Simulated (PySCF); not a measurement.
Results of a calculation; reference values are marked as such.
C2H2F3

The system: C2H2F3, a small molecule (built as: C site whose three back bonds go to F, F, F; end group CH2); neutral, doublet. The structure, one conformer, was relaxed in the gas phase by PBE0-D3(BJ)/def2-SVP. No frequency run checks that it is a minimum.

SMILES: [CH2]C(F)(F)F

Coordinates in Å:
```
C1     -0.469   -0.021    0.322
F2     -0.118   -0.184    1.608
F3     -1.276   -1.040    0.009
F4     -1.183    1.105    0.252
C5      0.713    0.027   -0.568
H6      1.175    0.989   -0.786
H7      1.189   -0.909   -0.861
```

EPR values by unrestricted B3LYP, IGLO-III on C F, pcH-1 on H.

(1) Predict g and the largest hyperfine couplings. Where does the spin sit?

(2) How do the isotropic couplings move with BHandHLYP?

Results:

(1) g = 2.0021, 2.0022, 2.0028. The spin sits on C5 (110 %, bonded to 1 C + 2 H) by Mulliken populations.
```json
{"atom": "F2", "isotope": "19F", "isotropic (MHz)": "164.0", "dipolar, principal values (MHz)": "-85.1, -81.6, 166.7"}
{"atom": "C5", "isotope": "13C", "isotropic (MHz)": "92.9", "dipolar, principal values (MHz)": "-82.3, -81.6, 163.9"}
{"atom": "F3", "isotope": "19F", "isotropic (MHz)": "44.5", "dipolar, principal values (MHz)": "-36.9, -32.4, 69.3"}
{"atom": "H6", "isotope": "1H", "isotropic (MHz)": "-66.4", "dipolar, principal values (MHz)": "-39.0, -1.8, 40.8"}
{"atom": "H7", "isotope": "1H", "isotropic (MHz)": "-65.7", "dipolar, principal values (MHz)": "-38.9, -2.0, 40.8"}
{"atom": "F4", "isotope": "19F", "isotropic (MHz)": "20.3", "dipolar, principal values (MHz)": "-28.0, -22.0, 49.9"}
```

(2) F2 164.0 to 180.1 MHz, C5 92.9 to 119.6 MHz, F3 44.5 to 49.7 MHz, H6 -66.4 to -78.2 MHz.
